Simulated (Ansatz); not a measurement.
## Relaxing K₂Y₃Rh

The calculation used DFT PBE, scalar-relativistic, plane waves, PAW in Ansatz. Cutoff 420 eV, Γ-centred k mesh, Gaussian smearing, no spin polarisation in the final step.

K₂Y₃Rh was placed on the MAX phase (312) structure type (P6_3/mmc, No. 194), with Rh in place of Si, K in place of C, Y in place of Ti, at a guessed volume.

```
K Y Rh
1.0
     4.03131    0.00000    0.00000
    -2.01566    3.49122    0.00000
     0.00000    0.00000   23.24241
K Y Rh
4 6 2
Direct
  0.33333 0.66667 0.92800
  0.66667 0.33333 0.42800
  0.66667 0.33333 0.07200
  0.33333 0.66667 0.57200
  0.00000 0.00000 0.50000
  0.00000 0.00000 0.00000
  0.33333 0.66667 0.36500
  0.66667 0.33333 0.86500
  0.66667 0.33333 0.63500
  0.33333 0.66667 0.13500
  0.00000 0.00000 0.25000
  0.00000 0.00000 0.75000
```

Cell and atoms relax at zero pressure; the relaxation can't lower the symmetry of the start. After a coarse first stage the cell is made exact in the group found at 0.06 Å.

The zero of energy is the elements' standard structures at the same level; no fitted shifts are applied.

Problem. Describe the relaxed structure.

Solution. It keeps P6_3/mmc (No. 194), but not the shape of the type it started on. Conventional cell: a = 3.835 Å, c = 35.998 Å. K has 6 K at 3.83 Å and 6 Y at 4.19–4.36 Å; around Y on Wyckoff site a (2 atoms of the primitive cell) lie 6 Y at 3.83 Å and 6 K at 4.19 Å; Y on Wyckoff site f (4 atoms of the primitive cell) is coordinated by 3 Rh at 2.79 Å; Rh is coordinated by 6 Y at 2.79 Å.

```cif
data_structure
_symmetry_space_group_name_H-M 'P6_3/mmc'
_symmetry_Int_Tables_number 194
_cell_length_a 3.8349
_cell_length_b 3.8349
_cell_length_c 35.9978
_cell_angle_alpha 90.000
_cell_angle_beta 90.000
_cell_angle_gamma 120.000
_cell_volume 458.48
loop_
_atom_site_label
_atom_site_type_symbol
_atom_site_symmetry_multiplicity
_atom_site_Wyckoff_symbol
_atom_site_fract_x
_atom_site_fract_y
_atom_site_fract_z
_atom_site_occupancy
K1 K 4 f 0.33333 0.66667 0.90114 1
Y1 Y 2 a 0.00000 0.00000 0.50000 1
Y2 Y 4 f 0.33333 0.66667 0.29695 1
Rh1 Rh 2 b 0.00000 0.00000 0.25000 1
```

Problem. What are its volume, energy, density and gap?

Solution. The volume per atom is 38.21 Å³ and the density is 3.24 g/cm³. The energy over the elements is 0.05 eV/atom and the gap on the 12×12×1 mesh is 0 eV (a metal).

The final run used a 12×12×1 mesh on its 12-atom cell and 0.10 eV smearing. For metals, differences of a few meV/atom aren't resolved. Symmetry constrained the relaxation, so the result can be a saddle point.

Cost: 3 runs of about 6.9 core-minutes in all, on Arm Neoverse V2 (shared hosts).